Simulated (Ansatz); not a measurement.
# Which isomer of C3H5N3 gives these data?

These gas-phase data were calculated for one isomer of C3H5N3 at PBE-D3(BJ)/def2-SVP (harmonic, unscaled wavenumbers; equilibrium rotational constants with average atomic masses):

- rotational constants: 9.388, 3.743, 2.723 GHz
- all wavenumbers above 1500 cm⁻¹: 3183, 3177, 3105, 3078, 2988, 1507

Candidates:

(1) `Nc1cn[nH]c1`, a singlet
(2) `Cn1cncn1`, a singlet
(3) `Cc1nc[nH]n1`, a singlet

Task: Which structure fits?

Result: Candidate (2). No mode falls between 3250 and 3800 cm⁻¹, where the N–H stretch of (1), (3) would stand.

The same quantities for all candidates:

```tsv
	rotational constants (GHz)	wavenumbers above 1500 cm⁻¹	E above the lowest, PBE-D3(BJ)/def2-SVP (kcal/mol)
(1)	9.187, 3.471, 2.527	3572, 3566, 3472, 3197, 3168, 1623, 1571	11.9
(2)	9.388, 3.743, 2.723	3183, 3177, 3105, 3078, 2988, 1507	6.3
(3)	9.171, 3.66, 2.66	3550, 3179, 3105, 3062, 2986, 1524	0.0
```

Harmonic stretches to hydrogen usually lie a few per cent above observed fundamentals. Each candidate is one conformer. Programs: Ansatz 0.2.0.
